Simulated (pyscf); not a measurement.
PySCF, gas phase, ωB97X-D3(BJ)/def2-SVP geometries. MP2 and CC: frozen core, UHF for open shells. ΔMP2 is the change of the MP2 total energy from the triple- to the quadruple-zeta basis.

### Question
PBE/def2-TZVP puts the barrier of `[NH2][SiH2][OH]` -> `[NH2][SiH]` [singlet] + `[OH2]` (1,1-elimination; singlet surface; O–Si, H–Si broken, H–O formed) at 69.2 kcal/mol and the reaction energy at +59.0 kcal/mol, from the reactant's lowest minimum found. What do r²SCAN/def2-TZVP, PBE0-D3(BJ)/def2-TZVP, CCSD(T)/def2-TZVPP + ΔMP2(QZVPP) give on the same structures?

### Answer
r²SCAN: ΔE‡ = 76.3 kcal/mol, ΔE = +66.4 kcal/mol; PBE0-D3(BJ): ΔE‡ = 77.2 kcal/mol, ΔE = +63.6 kcal/mol; CCSD(T): ΔE‡ = 81.5 kcal/mol, ΔE = +61.7 kcal/mol. PBE's barrier lies under all of them, by 7.1 to 12.2 kcal/mol. Its reaction energy lies under all of them, by 2.7 to 7.4 kcal/mol. On the product side the descent ends in an adduct with a O–Si contact, 7.8 kcal/mol under the separated species and 24.3 kcal/mol under the saddle at ωB97X-D3(BJ)/def2-TZVP. What is counted as broken (O–Si) persists as a longer contact in the product adduct; parting that adduct is a step of its own. The same reactants have a lower exit, to O=SiH₂ + NH₃ (highest point, the separated products, at +60.8 kcal/mol at ωB97M-D3(BJ), against +80.2 kcal/mol here). One saddle was located; it need not be the lowest between these sides. The CCSD(T) − MP2 part came from Ansatz, without density fitting, on the same reference.
